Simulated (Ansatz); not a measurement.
Gas-phase reaction in SMILES: CCCl → C[CH]Cl + H atom (the C-H bond breaks)

Wanted: bond dissociation energy (electronic), in kcal/mol. Conventions: 6-311+G** with 5d, 6d on Na to Ar in Ansatz (a program for electronic structure); spin-orbit terms left out; LANL2DZ with its own core potentials from Na on; open shells spin-unrestricted; 6-31G* and kin with 6d, 5d where marked; no dispersion term unless named; valence correlation only; non-relativistic. CBS(X,Y): correlation extrapolated as X^-3; Hartree-Fock from the larger set. [CCSD(T)-MP2]/basis is that difference in the basis named. Ab initio and DFT rows: single points at B3LYP-D3(BJ) geometries (Ansatz).

Coupled cluster (Ansatz) is a level with limits of its own, used here on species with T1 under 0.025 (0.045 for open shells) and stable references: RI-MP2/CBS(cc-pV(T+d)Z,cc-pV(Q+d)Z)+[CCSD(T)-MP2]/cc-pV(T+d)Z.

Value to compare with, RI-MP2/CBS(cc-pV(T+d)Z,cc-pV(Q+d)Z)+[CCSD(T)-MP2]/cc-pV(T+d)Z (Ansatz): 105.7 kcal/mol.

| level | program | bond dissociation energy (electronic) (kcal/mol) | difference |
|---|---|---|---|
| B3LYP/STO-3G | Ansatz | 131.9 | 26.2 |
| B3LYP/3-21G | Ansatz | 110.2 | 4.5 |
| B3LYP/LANL2DZ | Ansatz | 107.5 | 1.8 |
| B3LYP/6-31G | Ansatz | 106.6 | 0.9 |
| B3LYP/6-31G* | Ansatz | 103.5 | -2.2 |
| B3LYP/6-31+G* | Ansatz | 103.0 | -2.7 |
| B3LYP/6-31G** | Ansatz | 104.1 | -1.6 |
| B3LYP/def2-SVP | Ansatz | 100.9 | -4.8 |
| B3LYP/cc-pVDZ | Ansatz | 101.2 | -4.5 |
| B3LYP/6-311+G** | Ansatz | 102.5 | -3.2 |
| B3LYP/def2-TZVPD | Ansatz | 101.4 | -4.3 |

Among the 10 habitual levels, B3LYP/STO-3G lies farthest from RI-MP2/CBS(cc-pV(T+d)Z,cc-pV(Q+d)Z)+[CCSD(T)-MP2]/cc-pV(T+d)Z (Ansatz) (26.2 kcal/mol) and B3LYP/6-31G nearest (0.9); 4 of 10 lie above it, and their mean absolute difference is 5.2 kcal/mol, the median 3.0. One case shows no general order.

The sets are all those run for this method; runs whose electronic state is in doubt are left out.
